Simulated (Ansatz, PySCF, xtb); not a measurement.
Acid–base and redox partners of C=CC#N. Gas-phase values, no solvent. Strings in code marks are SMILES.

Quantity: gas-phase deprotonation enthalpy at 298 K, in kcal/mol. The restricted reference of `C=CC#N` and `C=[C-]C#N` is unstable towards unrestricted orbitals. Thermal and zero-point terms are GFN2-xTB rigid-rotor harmonic values (xtb). Levels without diffuse functions put anions too high.

Level 1: PBE0-D4/def2-TZVPD (PySCF)
Level 2: B3LYP/6-31G* // PBE0-D4/def2-TZVPD (PySCF)
Level 3: PBE/6-31G* // PBE0-D4/def2-TZVPD (PySCF)
Level 4: HF/aug-cc-pVTZ // PBE0-D4/def2-TZVPD (Ansatz, a quantum-chemistry and plane-wave program)

| species | level 2 | level 3 | level 4 |
|---|---|---|---|
| proton removed from C2: `N#C[C-]=C` | 385.9 | 382.1 | 380.3 |
| proton removed from C1: `[H]/[C-]=C\C#N` (not the most acidic site) | 397.4 | 394.8 | 386.4 |

What does level 1 give for each?


- proton removed from C2: `N#C[C-]=C`: 372.5
- proton removed from C1: `[H]/[C-]=C\C#N` (not the most acidic site): 382.7
